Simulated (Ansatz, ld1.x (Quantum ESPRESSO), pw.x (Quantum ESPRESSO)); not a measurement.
# carbon: does the RRKJ potential hold in the solid?

```json
{
  "Element": "carbon",
  "Generator": "ld1.x (Quantum ESPRESSO) 7.5",
  "Type": "norm-conserving RRKJ (Kleinman–Bylander form)",
  "Functional": "PBEsol",
  "Relativity": "scalar-relativistic",
  "Frozen core": "[He]",
  "Valence charge": "4",
  "Reference configuration": "2s2 2p2",
  "Partial waves": "2p (bound): rc 1.85 bohr; 3d channel at 0.45 Ry: rc 1.50 bohr; 2s (bound): rc 0.90 bohr",
  "Local potential": "the s channel",
  "Core correction": "Bessel-smoothed model core inside 0.70 bohr"
}
```

Atomic tests: cutoffs needed: 45 Ry and 110 Ry (the cutoffs (Ry, on a coarse ladder) from which the occupation-weighted sum of valence levels, in a spherical-Bessel basis at the reference potential, stays within 10 and 1 mRy of its value at 400 Ry); ghost test: no extra level below or beside the all-electron valence levels (p, d, s, f tested) (spherical-Bessel basis up to 400 Ry, 20 bohr box); largest excitation error: +503 meV (all-electron minus pseudo) for 2s1 2p0, out of 7 test configurations.

Crystal test: sc C in pw.x 7.5, no spin, 18³ k-points, Fermi–Dirac smearing 0.01 Ry, cutoffs 135/540 Ry. The lattice is a test structure that the element need not adopt, and mesh and smearing are coarse.

pw.x input:

```
&control
  calculation='scf', prefix='x', pseudo_dir='./', outdir='./tmp', tstress=.true., disk_io='low'
/
&system
  ibrav=0, nat=1, ntyp=1, ecutwfc=135, ecutrho=540, nbnd=9,
  occupations='smearing', smearing='fd', degauss=0.01
/
&electrons
  conv_thr=1e-09, mixing_beta=0.4, electron_maxstep=70
/
ATOMIC_SPECIES
C 1.0 C.UPF
CELL_PARAMETERS angstrom
  1.74460926 0.00000000 0.00000000
  0.00000000 1.74460926 0.00000000
  0.00000000 0.00000000 1.74460926
ATOMIC_POSITIONS crystal
C 0.0000 0.0000 0.0000
K_POINTS automatic
18 18 18 0 0 0
```

```bash
pw.x < C.scf.in > C.scf.out
```

Problem. How does the run end?

Solution. It converges; the pressure is 8.71 GPa against 11.95 GPa from all-electron LAPW. The largest radius (1.85 bohr) exceeds half the bond length (1.65 bohr), so the spheres overlap, which is one possible source of error among others. The log shows:

```
Message from routine setup:
     using ibrav=0 with symmetry is DISCOURAGED, use correct ibrav instead
     lattice parameter (alat)  =       3.2968  a.u.
     unit-cell volume          =      35.8337 (a.u.)^3
     number of electrons       =         4.00
     number of Kohn-Sham states=            9
     kinetic-energy cutoff     =     135.0000  Ry
     charge density cutoff     =     540.0000  Ry
     scf convergence threshold =      1.0E-09
     Exchange-correlation= PBESOL
     number of k points=   220  Fermi-Dirac smearing, width (Ry)=  0.0100
     iteration #  1     ecut=   135.00 Ry     beta= 0.40
     total energy              =     -12.12415215 Ry
     estimated scf accuracy    <       0.00798612 Ry
     iteration #  2     ecut=   135.00 Ry     beta= 0.40
     total energy              =     -12.12370415 Ry
     estimated scf accuracy    <       0.00248110 Ry
     iteration #  3     ecut=   135.00 Ry     beta= 0.40
     total energy              =     -12.12378688 Ry
     estimated scf accuracy    <       0.00001781 Ry
     iteration #  4     ecut=   135.00 Ry     beta= 0.40
     total energy              =     -12.12378752 Ry
     estimated scf accuracy    <       0.00000027 Ry
     iteration #  5     ecut=   135.00 Ry     beta= 0.40
     total energy              =     -12.12378753 Ry
     estimated scf accuracy    <          2.1E-09 Ry
     iteration #  6     ecut=   135.00 Ry     beta= 0.40
     the Fermi energy is    15.7004 ev
!    total energy              =     -12.12378753 Ry
     estimated scf accuracy    <          4.9E-11 Ry
     smearing contrib. (-TS)   =      -0.00145156 Ry
     The total energy is F=E-TS. E is the sum of the following terms:
     one-electron contribution =       5.78433596 Ry
     hartree contribution      =       0.37017204 Ry
     xc contribution           =      -4.50703820 Ry
     ewald contribution        =     -13.76980578 Ry
     convergence has been achieved in   6 iterations
          total   stress  (Ry/bohr**3)                   (kbar)     P=       87.10
```
